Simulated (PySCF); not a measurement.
Isomers of C3H6F2, mass 80.044 u with the commonest isotopes. Level of theory: PBE0-D3(BJ)/def2-SVP geometry optimisation, gas phase in PySCF 2.14.0. One conformer each, none proved a minimum here; rigid rotors.

Problem. Order these by radius of gyration √(Σ m r²/M), smallest first.
A. `[F:1][CH2:2][CH2:3][CH2:4][F:5]` with F1–C2–C3–C4 61°, C2–C3–C4–F5 62° (1,3-difluoropropane)
B. `CC(C)(F)F` (2,2-difluoropropane)
C. `[CH3:1][C@H:2]([F:3])[CH2:4][F:5]` with C1–C2–C4–F5 -173°

Solution. B (1.381 Å), C (1.555 Å), A (1.586 Å).

Problem. Order these by out-of-plane moment Σ m c² = (Ia + Ib − Ic)/2, smallest first.
A. `CC(C)(F)F` (2,2-difluoropropane)
B. `[CH3:1][C@H:2]([F:3])[CH2:4][F:5]` with C1–C2–C4–F5 -173°
C. `[F:1][CH2:2][CH2:3][CH2:4][F:5]` with F1–C2–C3–C4 61°, C2–C3–C4–F5 62° (1,3-difluoropropane)

Solution. B (8.65 u·Å²), C (21.23 u·Å²), A (48.39 u·Å²).

Problem. Order these by dipole moment, largest first.
A. `[CH3:1][C@H:2]([F:3])[CH2:4][F:5]` with C1–C2–C4–F5 -173°
B. `[F:1][CH2:2][CH2:3][CH2:4][F:5]` with F1–C2–C3–C4 61°, C2–C3–C4–F5 62°
C. 2,2-difluoropropane, `CC(C)(F)F`

Solution. A (2.77 D), C (2.21 D), B (2.01 D).

| SMILES | point group | Ia (u·Å²) | Ib (u·Å²) | Ic (u·Å²) | κ | μa (D) | μb (D) | μc (D) |
| --- | --- | --- | --- | --- | --- | --- | --- | --- |
| CC(C)(F)F | C2v | 97.34 | 103.79 | 104.36 | -0.85 | 0.01 | 2.21 | 0.00 |
| C[C@H](F)CF | C1 | 58.95 | 143.37 | 185.01 | -0.73 | 1.44 | 2.36 | 0.02 |
| FCCCF | C2 | 55.34 | 167.26 | 180.13 | -0.93 | 0.01 | 2.01 | 0.01 |
